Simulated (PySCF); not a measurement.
Species: trichlorofluoromethane, CCl₃F.
Bonds: F1–C2, C2–Cl3, C2–Cl4, C2–Cl5.

Method used: TDDFT B3LYP/def2-SVPD, vertical, gas phase, core orbitals frozen in the response in PySCF 2.14.0, density-fitted response routines. Geometry: GFN2-xTB; no solvent, vibrations or thermal averaging.

Computed states:

```tsv
state	E (eV)	f
S1	6.05	0.0000
S2	6.49	0.012
S3	6.49	0.012
S4	7.26	0.021
S5	7.26	0.021
S6	7.43	0.0005
S7	7.43	0.0005
```

Broadening: Gaussians 0.3 eV wide at half height, area fixed by f = 4.319×10⁻⁹ ∫ε dν̃. The width is an assumption, not a result. The curve ends short of the highest state used, and states not computed would add to its high-energy end.

(1) Give the broadened spectrum and its maxima.

(2) On this curve, what absorbance would a 10⁻⁵ mol/L sample give at 193 nm over a 1 cm path?

(3) Coming from long wavelengths, where does ε first pass 100 L mol⁻¹ cm⁻¹?

Answers

(1) 
```tsv
E (eV)	ε (L mol⁻¹ cm⁻¹)
5.60	0
5.62	0
5.64	0
5.67	0
5.69	0
5.71	0
5.73	0
5.76	0
5.78	0
5.80	0
5.82	0
5.85	0
5.87	0
5.89	0
5.91	0
5.93	0
5.96	0
5.98	1
6.00	1
6.02	3
6.05	6
6.07	10
6.09	17
6.11	27
6.14	53
6.16	80
6.18	119
6.20	171
6.22	241
6.25	384
6.27	509
6.29	658
6.31	829
6.34	1120
6.36	1327
6.38	1534
6.40	1730
6.43	1979
6.45	2099
6.47	2172
6.49	2193
6.52	2124
6.54	2016
6.56	1867
6.58	1687
6.60	1488
6.63	1176
6.65	975
6.67	788
6.69	622
6.72	417
6.74	310
6.76	225
6.78	161
6.81	97
6.83	72
```

Maxima: 191 nm (6.49 eV), ε about 2200, made up of S2 (50%) and S3 (50%) (ε in L mol⁻¹ cm⁻¹; maxima over ε = 5, shares over 10%).

(2) 193 nm is 6.424 eV, where ε is about 1900 L mol⁻¹ cm⁻¹, so A = ε c l ≈ 0.019 (Beer–Lambert, with the gas-phase spectrum and the assumed width).

(3) At about 201 nm (6.17 eV), 0.12 eV above S1.

Time: 7.7 s. Hardware: one thread of an x86-64 server, shared host.
